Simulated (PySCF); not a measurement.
## SN⁻: one state, many levels of theory

State: ³Σ⁻ (triplet), unpaired electrons π ↑↑. Set-up: PySCF, no relativity, basis sets S aug-cc-pV(D+d)Z, N aug-cc-pVDZ. De refers to S⁻ + N in their high-spin ground configurations, without counterpoise correction. The functionals are run spin-unrestricted. A positive dipole points towards N; it is taken about the centre of mass and depends on that origin.

```csv
Level,Re (Å),ωe (cm⁻¹),De (eV),μ (D)
ROHF,1.640,823,n/a,-0.10
ROHF-MP2,1.553,1020,n/a,n/a
ROHF-SCS-MP2,1.563,973,n/a,n/a
ROHF-CCSD,1.620,898,n/a,n/a
ROHF-CCSD(T),1.623,888,n/a,n/a
PBE,1.608,915,4.62,-1.22
BLYP,1.622,872,4.39,-1.27
r²SCAN,1.602,930,4.11,-1.14
PBE0,1.594,956,4.09,-1.18
HSE06,1.594,951,4.07,-1.17
BHandHLYP,1.593,952,3.48,-1.14
M06-2X,1.597,953,3.94,-1.29
```

The bond length runs from 1.553 Å (ROHF-MP2) to 1.640 Å (ROHF). De spans 3.48 eV (BHandHLYP, global hybrid GGA) to 4.62 eV (PBE, GGA).

Correlated steps freeze 6 core orbitals. For an ion De counts to the pair picked by the measured ionisation energies or electron affinities, which need not be the lowest pair at this level. The highest Kohn–Sham level is positive in this anion. Much of that is self-interaction error, but it also means that the finite basis helps to hold the extra electron. The CCSD T1 diagnostic is raised, a sign that a single reference may not be enough here. The state was picked by a PBE0 search and need not be the measured ground state.

The whole job (state search and all levels along the bond) took about 2.8 min on 1 thread of Oxide Virtual Turin-like (shared host), peak memory 0.77 GiB.
